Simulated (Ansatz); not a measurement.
This script drives Ansatz's Python interface.

`pa_c2h2o.py`:
```python
"""Proton affinity of C2H2O at one site."""

import ansatz as az
import numpy as np

geometry_ang = [
    ("C", [-0.331, 0.2383, -0.246]),
    ("C", [0.5164, -0.4199, 0.3567]),
    ("O", [1.3029, -1.0503, 0.9015]),
    ("H", [-1.1621, -0.1924, -0.7077]),
    ("H", [-0.2763, 1.3506, -0.3459]),
]
system = az.Crystal.molecule()
for symbol, xyz in geometry_ang:
    system = system.atom(symbol, xyz)

base = (
    system.calculation()
    .basis(gaussian="def2-SVP")  # the orbital basis, by name
    .functional("r2scan")
)
symbols = [site.symbol for site in system.cartesian_sites]
start = np.array([site.position_ang for site in system.cartesian_sites], dtype=float)
summary = base.relax(force_tolerance=0.01).run(threads=1).report
end = np.array(summary["positions_ang"])

# start the new hydrogen opposite the existing bonds
away = sum((end[2] - end[j]) / np.linalg.norm(end[2] - end[j]) for j in [1]) + np.array([0.15, 0.1, -0.2])
proton = end[2] + 1.0 * away / np.linalg.norm(away)
acid = az.Crystal.molecule()
for symbol, place in zip(symbols, end):
    acid = acid.atom(symbol, place.tolist())
acid = acid.atom("H", proton.tolist())
protonated = (
    acid.calculation()
    .basis(gaussian="def2-SVP")  # atom-centred Gaussian functions
    .functional("r2scan")
    .charge(1)  # electrons removed from the neutral system
    .relax(force_tolerance=0.01, max_steps=80)  # relax until the tolerances are met
)
after = protonated.run(threads=1).report
xyz = np.array(after["positions_ang"])
reach = np.linalg.norm(xyz[:-1] - xyz[-1], axis=1)
print(f"base {summary['free_energy_ev']:.5f} eV, protonated {after['free_energy_ev']:.5f} eV")
print(f"the proton ends {reach.min():.3f} A from {symbols[reach.argmin()]}{reach.argmin()}")
print(f"electronic proton affinity {96.485332 * (summary['free_energy_ev'] - after['free_energy_ev']):.1f} kJ/mol")
```

It is started by `python pa_c2h2o.py`. Estimate its wall time and peak memory on 1 thread of Arm Neoverse V2, with other jobs on the host.

It took about 29 s, with a peak of 0.19 GiB, for 2 runs of the engine.

Output of `python pa_c2h2o.py`:
```text
base -4147.05990 eV, protonated -4154.02106 eV
the proton ends 0.991 A from O2
electronic proton affinity 671.6 kJ/mol
```

Total energies depend on the basis set; only differences at equal settings carry meaning. The proton is put on one chosen atom, which needn't be the most basic site, so the molecule's proton affinity can be higher; the ends are stationary points, not checked by frequencies, and zero-point and thermal terms count only where printed.

(A comment or docstring line of the script was reworded after the run, the code is as it ran.)
